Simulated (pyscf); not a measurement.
**Exchange assisted by a bridging atom: Cl–CH₂–ZnH + H₂ → H₃C–Cl + ZnH₂**

Gas phase, singlet surface, charge 0. Bonds broken: C1–Zn2, H3–H8. Bonds formed: C1–H3, Zn2–H8. Single points on ωB97X-D3(BJ)/def2-SVP structures (PySCF, gas phase).

Transition state (Å):

```xyz
8

C     -0.9636     0.0367    -0.3846
Zn     0.7483    -0.4466     1.0072
H     -0.6463     0.5251     1.0763
H     -1.9694     0.4793    -0.3802
H     -0.5369     0.1087    -1.3948
H      2.2270    -0.8112     0.8627
Cl    -1.1793    -1.7465    -0.0079
H     -0.3967     0.4144     2.0501
```

One imaginary mode, 1332i cm⁻¹; descent along it reached the two sides named, in the forms told below.

| bond | change | reactant side (Å) | saddle | product side |
|---|---|---|---|---|
| C1–Zn2 | breaks | 1.961 | 2.259 | 3.3 |
| H3–H8 | breaks | 0.763 | 1.011 | 4.0 |
| C1–H3 | forms | 3.0 | 1.573 | 1.097 |
| Zn2–H8 | forms | 2.7 | 1.772 | 1.554 |

Electronic energies relative to the separated reactants (kcal/mol):

```tsv
level	barrier	reaction energy	reverse barrier
ωB97X-D3(BJ)/def2-TZVP	38.2	-8.3	46.5
PBE/def2-TZVP	34.3	-8.8	43.1
r²SCAN/def2-TZVP	33.3	-8.5	41.8
B3LYP-D3(BJ)/def2-TZVP	38.8	-9.4	48.2
PBE0-D3(BJ)/def2-TZVP	34.8	-9.5	44.3
M06-2X/def2-TZVP	36.4	-7.7	44.1
ωB97M-D3(BJ)/def2-TZVP	38.4	-10.3	48.7
HF/def2-TZVP	49.7	-16.1	65.8
```

With ωB97M-D3(BJ)/def2-TZVP energies and thermal terms (ideal gas, 1 atm, RRHO with modes under 100 cm⁻¹ raised to 100, one conformer, R ln 2 for chiral ones without a mode under 150 cm⁻¹), in kcal/mol:

| T (K) | ΔH‡ | ΔG‡ | ΔH | ΔG |
|---|---|---|---|---|
| 298 | 38.6 | 47.3 | -7.6 | -7.8 |
| 600 | 37.8 | 56.4 | -8.8 | -7.5 |
| 900 | 37.7 | 65.8 | -9.6 | -6.7 |
| 1200 | 37.9 | 75.1 | -10.0 | -5.7 |

On the product side the descent ends in a complex (not fully relaxed), 4.6 kcal/mol under the separated species and 51.1 kcal/mol under the saddle at ωB97X-D3(BJ)/def2-TZVP. At the saddle there is also a short H–Zn, Cl–Zn contact that neither side keeps, so another atom assists the step. Cl–CH₂–ZnH lies 52.1 kcal/mol over its isomer H₃C–Zn–Cl (electronic energy, ωB97M-D3(BJ)/def2-TZVP). One saddle was located; it need not be the lowest between these sides. Elements up to Kr have no core potential and no relativistic terms here.
